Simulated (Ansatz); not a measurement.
**AlH₂− (singlet): wave-function methods side by side at distance Al1–H2 = 2.679 Å, 6-31++G****

How much of the correlation energy of AlH₂− (singlet) does each wave-function method recover here?

Program: Ansatz 0.2.0, Gaussian basis. Level of theory: 6-31++G**, core rule «outside noble gas», up to 5 orbitals frozen. These are calculated values, not measurements.

The runs, in order: UHF; CCSD(T) on RHF; CCSD(T) on UHF; BCCD(T) on RHF; CISD; CCSDT(Q) on RHF; CCSDT(Q) on UHF; CCSDTQ on RHF; CASSCF and MRCISD+Q, 2 electrons in 2 orbitals; CASSCF and NEVPT2, 2 electrons in 2 orbitals; CASSCF and MRCISD+Q, 6 electrons in 6 orbitals; CASSCF and NEVPT2, 6 electrons in 6 orbitals; Full CI.

17 further runs of the same task are left out: 13 that didn't finish, 4 set aside as unsound or not needed.

## Step 1: What is computed

The geometry derives from a PBE0/def2-TZVPD stationary point (not a proven minimum). One bond is set to the value named and the two fragments are kept rigid.

3 atoms, charge -1, spin multiplicity 1.

Atoms are counted from 1 here; the program's logs count them from 0.

Bond lengths: Al1–H3 1.697 Å.

Geometry (Å):

```
Al    0.0000   -0.1045    0.0248
H     0.0000    1.7362   -1.9217
H     0.0000    1.0613    1.2577
```

## Step 2: UHF

in.yaml

```yaml
crystal:
  periodic: [false, false, false]
  atoms:
    - {symbol: Al, position_ang: [0.000000, -0.104505, 0.024806]}
    - {symbol: H, position_ang: [0.000000, 1.736171, -1.921717]}
    - {symbol: H, position_ang: [0.000000, 1.061336, 1.257686]}
basis:
  gaussian: {orbitals: "6-31++G**"}
total_charge: -1
magnetization: {spin_polarized: true, initial_magnetization: 0}
hamiltonian: {xc: hf}
output: {orbitals: {seedname: orbitals}}
```

Command:

```bash
$ ansatz run in.yaml --threads 1 --pin off --events-out ev --progress --plain --max-ram 2393MiB
```

Further steps of the session: CCSD(T) on RHF; CCSD(T) on UHF; BCCD(T) on RHF; CISD; CCSDT(Q) on RHF; CCSDT(Q) on UHF; CCSDTQ on RHF; CASSCF and MRCISD+Q, 2 electrons in 2 orbitals; CASSCF and NEVPT2, 2 electrons in 2 orbitals; CASSCF and MRCISD+Q, 6 electrons in 6 orbitals; CASSCF and NEVPT2, 6 electrons in 6 orbitals; Full CI.

**Question.** What will the summary of the whole plan be? Wanted: FCI below the RHF energy; RMP2 from FCI; RCCSD from FCI; RCCSD(T) from FCI; RCCSDT(Q) from FCI; NEVPT2 pair from FCI; MRCISD+Q pair from FCI; NEVPT2 valence from FCI; T1 diagnostic.

As calculated:

```
                         quantity                                                                           value
         FCI below the RHF energy                                                                      -2.6484 eV
                    RMP2 from FCI                                                                 +18.04 kcal/mol
                   RCCSD from FCI                                                                  +1.83 kcal/mol
                RCCSD(T) from FCI                                                                  +0.50 kcal/mol
               RCCSDT(Q) from FCI                                                                  +0.01 kcal/mol
             NEVPT2 pair from FCI                                                                 +14.03 kcal/mol
           MRCISD+Q pair from FCI                                                                  -0.76 kcal/mol
          NEVPT2 valence from FCI                                                                 +10.78 kcal/mol
levels within 1 kcal/mol (43 meV)  RCCSD(T), BCCD(T), RCCSDT, RCCSDT(Q), RCCSDTQ, MRCISD+Q pair, MRCISD+Q valence
                    T1 diagnostic                                                                           0.027
   effectively unpaired electrons                                                                            0.13
```

RCCSD(T) misses by +0.50 kcal/mol, 0.8 % of the correlation energy. MRCISD+Q pair falls below full CI: the +Q correction isn't variational, and the cores differ from full CI's. One determinant dominates. Of the multireference levels listed MRCISD+Q valence comes nearest in total energy (+0.61 kcal/mol), which doesn't show that its space is the better one. These misses are within one basis, not against nature.
